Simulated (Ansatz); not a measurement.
**[Br···H···H], doublet in cc-pVDZ: errors against full CI**

Geometry: a point of a hydrogen-transfer path between rigid fragments, not a stationary point.

| atom | x (Å) | y (Å) | z (Å) |
| --- | --- | --- | --- |
| Br | 0.0000 | 0.0000 | -1.3130 |
| H | 0.0000 | 0.0000 | 0.1860 |
| H | 0.0000 | 0.0000 | 1.1270 |

Basis cc-pVDZ; Ansatz 0.2.0. Only valence electrons are correlated (noble-gas cores and the filled d shells of p-block atoms frozen), which leaves 9 electrons in 23 orbitals. R marks a restricted (for open shells ROHF) determinant, U an unrestricted one. Active spaces: pair = (3e, 3o) about the gap; valence = (9e, 6o) chosen from the atoms' valence shells. No spin–orbit coupling is included, and no scalar relativity.

Full CI is exact within this basis and frozen core; it isn't the basis-set limit. The frozen core follows each run's orbitals, which can shift R against U totals by a few meV for light atoms and by up to 0.1 eV past Ca.

For open shells CISD and CISDTQ are restricted-active-space CI with the open shells as a complete middle space.

The UHF ⟨S²⟩ is 0.783. The T1 diagnostic (RCCSD) is 0.0236 and the largest doubles amplitude (RCCSD) is 0.068.

```
   level  E − E(RHF) (eV)
    RMP2          -3.8925
   RCCSD          -4.3902
RCCSD(T)          -4.4597
```

Estimate how far full CI in cc-pVDZ lies from RCCSD(T). The table doesn't fix it; the size of (T) and the diagnostics are the guide.

Full CI in cc-pVDZ lies 1.6 kJ/mol below RCCSD(T), which is 23 % of the (T) step (-6.7 kJ/mol). The diagnostics are small and one determinant leads, so the series closes fast and only a small part of (T) is left.

The other levels:

```csv
level,E − E(full CI) (kJ/mol),share of correlation (%),wall time
CISD,27.4,93.66,0.85 s
BCCD(T),1.5,99.64,1.4 s
RCCSDT,0.7,99.84,–
CISDTQ,0.7,99.85,4.5 s (H100)
RCCSDT(Q),0.1,99.99,4.7 s
RCCSDTQ,0.0,100.00,14 s (H100)
CASSCF (pair space),366.7,15.08,–
NEVPT2 (pair space),50.3,88.36,1.3 s
CASSCF (valence space),361.6,16.28,–
NEVPT2 (valence space),80.8,81.28,1.2 s
MRCISD (valence space),19.5,95.49,–
MRCISD+Q (valence space),-0.1,100.02,1.4 s
```

The correlation energy at full CI, counted from RHF, is -4.476 eV. That run took 8.5 s on 2 threads of AMD EPYC 7R13 with a shared H100 80 GB, shared host over 74,488,220 determinants.

Run but not shown, since their state or frozen core can't be matched to the reference's or they repeat it: UHF, UMP2, UCCSD, UCCSD(T), UCCSDT, UCCSDT(Q), UCCSDTQ.

Times hold each run's SCF and search for its determinant on a shared host, so for small cases they say little of a method's own cost; rows without a card ran on 1 thread of AMD EPYC 7R13.

The full-CI state has the irrep A1 of C2v, in the program's axes (one component, if the state is degenerate).

Natural occupations of full CI about the gap: 1.982 1.964 1.964 1.948 0.998 0.037 0.015 0.015 0.015 0.015; effectively unpaired electrons, Σ n²(2−n)², 1.03.
